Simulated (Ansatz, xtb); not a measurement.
## Relative energy of two isomers of H3N2Si+

Structure I: `[NH3+]N=[Si]`, a singlet. Structure II: `N=[Si]=[NH2+]`, a singlet. Both are isolated ions in the gas phase, relaxed with r2SCAN-D4/def2-SVP.

I (Å):

```csv
atom,x (Å),y (Å),z (Å)
N,-0.0836,2.2670,-1.4898
N,1.2795,2.3645,-1.3504
Si,2.8541,2.4771,-1.1892
H,-0.5811,2.4861,-0.6071
H,-0.4479,2.9187,-2.2090
H,-0.3785,1.3141,-1.7717
```

II (Å):

```yaml
atoms:
  - { symbol: N, position_ang: [-1.3048, 1.6481, -1.5439] }
  - { symbol: N, position_ang: [1.6136, 2.8078, -1.5633] }
  - { symbol: Si, position_ang: [0.1447, 2.1302, -1.2679] }
  - { symbol: H, position_ang: [-2.0562, 1.1818, -1.0337] }
  - { symbol: H, position_ang: [2.4333, 2.2579, -1.8352] }
  - { symbol: H, position_ang: [1.8324, 3.7808, -1.3318] }
```

Q: Estimate which is lower in electronic energy at CCSD(T)/def2-TZVPP, and by roughly how much.

A: The CCSD(T)/def2-TZVPP calculation puts structure I lower, by 1.59 kcal/mol.

The same difference at several levels:

```csv
level,geometry,E(II) − E(I) (kcal/mol),departure from the last row (kcal/mol),"job, with rough time for the two"
GFN2-xTB,GFN2-xTB,−35.32,−36.91,"optimisation, 0.6 s"
HF/STO-3G,GFN2-xTB,+33.83,+32.24,"single point, 1.6 s"
r2SCAN-D4/def2-SVP//GFN2-xTB,GFN2-xTB,+6.17,+4.59,"single point, 6.3 s"
r2SCAN-D4/def2-SVP,r2SCAN-D4/def2-SVP,+4.36,+2.77,"optimisation, 50 s"
HF/def2-TZVPP,r2SCAN-D4/def2-SVP,+7.29,+5.70,part of the CCSD(T) run
MP2/def2-TZVPP,r2SCAN-D4/def2-SVP,−2.60,−4.18,part of the CCSD(T) run
CCSD(T)/def2-TZVPP,r2SCAN-D4/def2-SVP,+1.59,,"single point, 73 s"
```

As drawn, II has 1 N=Si in place of 1 N–N.

GFN2-xTB, MP2/def2-TZVPP put the two in the other order. The largest departure from CCSD(T)/def2-TZVPP is that of GFN2-xTB, 36.91 kcal/mol.

With harmonic frequencies from r2SCAN-D4/def2-SVP (ideal gas, rigid rotor, one conformer each, 298.15 K, 1 atm): on the last row, ΔE + ΔZPE = −2.48, ΔH = −1.89, ΔG = −3.49 kcal/mol. The zero-point term alone reverses the order. The free energy reverses the electronic order.

The T1 diagnostic of structure II is large, so the coupled-cluster value is less sure. The correlated steps freeze 7 core orbitals. Programs: Ansatz 0.2.0, xtb 6.7.1; the last row on 1 thread of Intel(R) Xeon(R) Processor @ 2.50GHz (Skylake/Cascade Lake) on a shared host.
